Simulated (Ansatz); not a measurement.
# H₃O (doublet): from Hartree-Fock to the top rungs at distance H1–H2 along a hydrogen transfer = 0.693 Å, 6-31G

Aim: climb from Hartree-Fock through coupled cluster and multireference methods for H₃O (doublet) at one geometry and basis, and see what each rung misses.

Program: Ansatz 0.2.0, Gaussian basis. Level of theory: 6-31G, core rule «outside noble gas», up to 1 orbitals frozen. These are calculated values, not measurements.

Plan: UHF; CCSD(T) on ROHF; CCSD(T) on UHF; BCCD(T) on ROHF; CISD; CCSDT(Q) on ROHF; CCSDT(Q) on UHF; CISDTQ; CCSDTQ on ROHF; CCSDTQ on UHF; CASSCF and MRCISD+Q, 3 electrons in 3 orbitals; CASSCF and NEVPT2, 3 electrons in 3 orbitals; CASSCF and MRCISD+Q, 9 electrons in 7 orbitals; CASSCF and NEVPT2, 9 electrons in 7 orbitals; Full CI.

5 further runs of the same task are left out: 4 that didn't finish, 1 set aside as unsound or not needed.

## 1. The geometry

The geometry derives from fragments relaxed apart (PBE0/def2-TZVP) and kept rigid, so it is no stationary point. A hydrogen atom is moved between rigid fragments.

4 atoms, charge 0, spin multiplicity 2.

Atoms are counted from 1 here; the program's logs count them from 0.

Bond lengths: H1–H2 0.693 Å, O3–H4 0.973 Å.

## 2. UHF

in.yaml

```yaml
crystal:
  periodic: [false, false, false]
  atoms:
    - {symbol: H, position_ang: [-2.053586, 0.049803, 0.000000]}
    - {symbol: H, position_ang: [-1.360586, 0.049803, 0.000000]}
    - {symbol: O, position_ang: [0.187414, 0.049803, 0.000000]}
    - {symbol: H, position_ang: [0.439273, -0.890147, 0.000000]}
basis:
  gaussian: {orbitals: 6-31G}
magnetization: {spin_polarized: true, initial_magnetization: 1}
hamiltonian: {xc: hf}
output: {orbitals: {seedname: orbitals}}
```

Launch:

```
ansatz run in.yaml --threads 1 --pin off --events-out ev --progress --plain --max-ram 2393MiB
```

After this run come: CCSD(T) on ROHF; CCSD(T) on UHF; BCCD(T) on ROHF; CISD; CCSDT(Q) on ROHF; CCSDT(Q) on UHF; CISDTQ; CCSDTQ on ROHF; CCSDTQ on UHF; CASSCF and MRCISD+Q, 3 electrons in 3 orbitals; CASSCF and NEVPT2, 3 electrons in 3 orbitals; CASSCF and MRCISD+Q, 9 electrons in 7 orbitals; CASSCF and NEVPT2, 9 electrons in 7 orbitals; Full CI.

**Question.** What will the summary of the whole plan be? Wanted: FCI below the RHF energy; RMP2 from FCI; UMP2 from FCI; RCCSD from FCI; RCCSD(T) from FCI; UCCSD(T) from FCI; RCCSDT(Q) from FCI; UCCSDT(Q) from FCI; NEVPT2 pair from FCI.

As calculated:

| quantity | value |
| --- | --- |
| FCI below the RHF energy | -3.5139 eV |
| RMP2 from FCI | +11.70 kcal/mol |
| UMP2 from FCI | +11.28 kcal/mol |
| RCCSD from FCI | +0.82 kcal/mol |
| RCCSD(T) from FCI | +0.24 kcal/mol |
| UCCSD(T) from FCI | +0.24 kcal/mol |
| RCCSDT(Q) from FCI | +0.01 kcal/mol |
| UCCSDT(Q) from FCI | 0.00 kcal/mol |
| NEVPT2 pair from FCI | +9.33 kcal/mol |
| MRCISD+Q pair from FCI | +0.35 kcal/mol |
| NEVPT2 valence from FCI | +9.82 kcal/mol |
| levels within 1 kcal/mol (43 meV) | RCCSD, UCCSD, RCCSD(T), UCCSD(T), BCCD(T), RCCSDT, UCCSDT, CISDTQ, RCCSDT(Q), UCCSDT(Q), RCCSDTQ, UCCSDTQ, MRCISD+Q pair, MRCISD+Q valence |
| T1 diagnostic | 0.020 |
| effectively unpaired electrons | 1.02 |

In words: RCCSD(T) misses by +0.24 kcal/mol, 0.3 % of the correlation energy. One determinant dominates. Of the multireference levels listed MRCISD+Q pair comes nearest in total energy (+0.35 kcal/mol), which doesn't show that its space is the better one. These misses are within one basis, not against nature; the frozen cores of restricted and unrestricted runs differ, which can shift their rows.
